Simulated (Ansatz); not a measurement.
# Ga2PH, quintet in cc-pVDZ: errors against UCCSDT(Q)

Geometry: that of the Ga2PH, triplet, kept fixed. The triplet lies 2.8 eV lower here.

```xyz
4

Ga    0.0000   -0.3606    1.3636
P     0.0000    1.5274    0.0000
Ga    0.0000   -0.3606   -1.3636
H     0.0000    2.9550    0.0000
```

Basis cc-pVDZ; Ansatz 0.2.0. Correlated methods freeze the noble-gas cores and the filled d shells of p-block atoms, which leaves 12 electrons in 44 orbitals. Prefix R: restricted or restricted open-shell reference; prefix U: unrestricted. Active spaces: frontier = (12e, 11o) about the gap. No spin–orbit coupling is included, and no scalar relativity.

Full CI isn't at hand for all of this; UCCSDT(Q) serves as the reference, and is uncertain by the last step of the cluster series or more. The frozen core follows each run's orbitals, which can shift R against U totals by a few meV for light atoms and by up to 0.1 eV past Ca.

Coupled cluster chose its determinant by a search with trial CCSD, here up to 0.24 eV above the lowest Hartree–Fock solution of its kind, and MP2 stands on that determinant too.

```
UHF ⟨S²⟩                            : 6.065
⟨S²⟩ of the determinant under UCCSD : 6.046
T1 diagnostic (RCCSD)               : 0.0308
largest doubles amplitude (RCCSD)   : 0.139
T1 diagnostic (UCCSD)               : 0.0260
```

```csv
level,E − E(UCCSDT(Q)) (mEh),wall time
UMP2,51.76,–
UCCSD,15.78,–
UCCSD(T),3.48,48 s
UCCSDT,1.31,–
```

Run but not shown, since their state, orbitals or frozen core can't be matched to the reference's or they repeat it: RHF, UHF, RMP2, RCCSD, RCCSD(T), BCCD(T), RCCSDT, RCCSDT(Q), CASSCF (frontier space), NEVPT2 (frontier space).

Times hold each run's SCF and search for its determinant on a shared host, so for small cases they say little of a method's own cost; they ran on 1 thread of Intel Xeon 6975P-C.
